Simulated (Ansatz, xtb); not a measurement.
BH4LiS: which of two structures lies lower

Structure X is a singlet given by its coordinates and structure Y is a singlet given by its coordinates. Both are isolated molecules in the gas phase, relaxed with BLYP-D3(BJ)/def2-SVP.

X (Å):

```tsv
atom	x (Å)	y (Å)	z (Å)
B	-0.0426	-0.9998	-0.2287
Li	-1.0320	-0.0925	1.2889
S	-0.6949	0.8156	-0.8098
H	0.5880	-0.8207	0.8410
H	-1.1221	-1.5558	0.0718
H	0.5975	-1.6054	-1.0601
H	0.4514	1.5291	-0.6129
```

Close contacts (Å): B1–Li2 2.03, B1–S3 2.01, Li2–S3 2.31, B1–H4 1.25, B1–H5 1.25, B1–H6 1.21, Li2–H4 1.83, Li2–H5 1.91, S3–H7 1.36.

Y (Å):

```xyz
7

B    -0.0164    0.6207    1.4632
Li    0.0943   -0.4277   -0.4440
S    -0.4791    1.6121    0.0889
H     0.0122    0.9519    2.6290
H     0.3378   -0.5847    1.2870
H     0.3288   -1.7444   -1.9637
H     0.0895   -1.0950   -2.3026
```

Close contacts (Å): B1–Li2 2.18, B1–S3 1.76, Li2–S3 2.18, B1–H4 1.21, B1–H5 1.27, Li2–H5 1.76, Li2–H6 2.02, Li2–H7 1.97, H6–H7 0.77.

Estimate which is lower in electronic energy at CCSD(T)/def2-TZVPP, and by roughly how much.

The CCSD(T)/def2-TZVPP calculation puts structure X lower, by 44.5 kJ/mol.

The same difference at several levels:

```json
{"level": "BLYP-D3(BJ)/def2-SVP", "geometry": "BLYP-D3(BJ)/def2-SVP", "E(Y) − E(X) (kJ/mol)": "+34.1", "departure from the last row (kJ/mol)": "−10.4", "job, with rough time for the two": "optimisation, 62 s"}
{"level": "HF/def2-TZVPP", "geometry": "BLYP-D3(BJ)/def2-SVP", "E(Y) − E(X) (kJ/mol)": "+32.6", "departure from the last row (kJ/mol)": "−11.9", "job, with rough time for the two": "part of the CCSD(T) run"}
{"level": "MP2/def2-TZVPP", "geometry": "BLYP-D3(BJ)/def2-SVP", "E(Y) − E(X) (kJ/mol)": "+42.4", "departure from the last row (kJ/mol)": "−2.1", "job, with rough time for the two": "part of the CCSD(T) run"}
{"level": "CCSD(T)/def2-TZVPP", "geometry": "BLYP-D3(BJ)/def2-SVP", "E(Y) − E(X) (kJ/mol)": "+44.5", "departure from the last row (kJ/mol)": "", "job, with rough time for the two": "single point, 38 s"}
```

None of the levels shown reverses the order. The largest departure from CCSD(T)/def2-TZVPP is that of HF/def2-TZVPP, 11.9 kJ/mol. Levels run at GFN2-xTB geometries aren't shown.

With harmonic frequencies from BLYP-D3(BJ)/def2-SVP (ideal gas, rigid rotor, one conformer each, 298.15 K, 1 atm): on the last row, ΔE + ΔZPE = +32.7, ΔH = +37.4, ΔG = +24.7 kJ/mol.

The correlated steps freeze 6 core orbitals; the last core shell of Li is correlated, in a basis made for valence electrons. Mirror images aren't counted in ΔG. Codes used: Ansatz 0.2.0; the last row on 1 thread of Arm Neoverse V1 on a shared host.
